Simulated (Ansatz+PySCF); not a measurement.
## singlet NaH: levels of theory in one basis

```xyz
2

Na   -0.0291   -0.0404   -0.1626
H    -0.0261    0.0418    1.7440
```

Basis set: def2-SVP (spherical functions). Correlated methods keep 1 orbital frozen. Charge 0, multiplicity 1.

Computed with Ansatz (development build ahead of 0.2.0); each method stands on the lowest determinant of its kind that the runs found. NEVPT2 correlates all electrons. Active spaces start from the frontier orbitals, and the lowest solution found is given.

```tsv
method	E − E(RHF) (eV)	<S²> of the determinant
RHF	0.00	0.00
RHF-CCSD	-0.82	–
RHF-CCSD(T)	-0.82	–
CASSCF(2,2)	-0.54	–
SC-NEVPT2(2,2)	-0.73	–
```

(1) What does RHF-MP2 give on the same scale?

(2) Is a single determinant a sound starting point here?

Results:

(1) -0.59 eV.

(2) By this sign, yes. Unrestricted orbitals gain 0.00 eV and <S²> is 0.00 against 0.00 for a pure state. The CASSCF(2,2) natural occupations are 1.93, 0.07.
